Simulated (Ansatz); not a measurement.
**C₂H₄FNO: how energies converge with the basis set**

One table from this session's results is given with a row withheld; the runs are named, their logs left out.

Method: one geometry, several basis sets; program: Ansatz 0.2.0, Gaussian basis.

Plan: PBE0-D4/def2-SVP; ωB97M-V/def2-SVP; PBE0-D4/def2-QZVPP; ωB97M-V/def2-QZVPP; the functionals' def2-TZVPP values are taken from earlier runs.

**The geometry**

All runs share one geometry, relaxed beforehand with PBE0-D4 in a triple-zeta def2 set.

SMILES `FC1NCO1`, 9 atoms, charge 0, spin multiplicity 1.

Atoms are counted from 1 here; the program's logs count them from 0.

Bond lengths: F1–C2 1.358 Å, C2–N3 1.434 Å, C2–O5 1.399 Å, C2–H6 1.097 Å, N3–C4 1.462 Å, N3–H7 1.010 Å, C4–O5 1.430 Å, C4–H8 1.096 Å, C4–H9 1.094 Å. Angles: F1–C2–N3 113.8°, F1–C2–O5 111.6°, F1–C2–H6 106.0°, N3–C2–O5 93.1°, N3–C2–H6 118.2°, O5–C2–H6 114.0°, C2–N3–C4 86.5°, C2–N3–H7 115.7°, C4–N3–H7 116.6°, N3–C4–O5 90.7°, N3–C4–H8 115.4°, N3–C4–H9 114.9°, O5–C4–H8 111.9°, O5–C4–H9 112.3°, H8–C4–H9 110.4°, C2–O5–C4 89.0°.

Set-up of the first run:

in.yaml reads:

```yaml
crystal:
  periodic: [false, false, false]
  atoms:
    - {symbol: F, position_ang: [-0.543037, 2.045905, -0.179691]}
    - {symbol: C, position_ang: [0.000713, 0.839775, -0.485327]}
    - {symbol: N, position_ang: [0.598726, 0.174076, 0.635124]}
    - {symbol: C, position_ang: [-0.325266, -0.924599, 0.359813]}
    - {symbol: O, position_ang: [-0.982020, -0.144025, -0.642642]}
    - {symbol: H, position_ang: [0.616068, 1.003688, -1.379062]}
    - {symbol: H, position_ang: [1.583928, -0.030440, 0.547511]}
    - {symbol: H, position_ang: [0.131419, -1.827686, -0.060191]}
    - {symbol: H, position_ang: [-0.992230, -1.183094, 1.187464]}
basis:
  gaussian: {orbitals: def2-SVP}
hamiltonian: {xc: pbe0, dispersion: d4}
output: {orbitals: {seedname: orbitals}}
```

On the command line:

```console
$ ansatz run in.yaml --threads 2 --pin off --events-out ev --progress --plain --max-ram 4352MiB
```

Steps of the session up to this table: PBE0-D4 in def2-SVP; ωB97M-V in def2-SVP; PBE0-D4 in def2-QZVPP; ωB97M-V in def2-QZVPP.

One of the session's tables, all rows but one given; the rest of the session is left out.

It belongs to the step «Density functionals: the series». 

```
functional       basis  HOMO (eV)  LUMO (eV)
   PBE0-D4    def2-SVP      -7.56       1.49
   PBE0-D4  def2-TZVPP          ?          ?
   PBE0-D4  def2-QZVPP      -7.75       0.40
   ωB97M-V    def2-SVP      -9.94       3.15
   ωB97M-V  def2-TZVPP     -10.09       2.31
   ωB97M-V  def2-QZVPP     -10.14       1.51
```

Q: Estimate the row for PBE0-D4, def2-TZVPP from the others.

As computed: HOMO (eV): -7.71; LUMO (eV): 0.88. In the column «HOMO (eV)» it lies between PBE0-D4, def2-QZVPP (-7.75) and PBE0-D4, def2-SVP (-7.56).
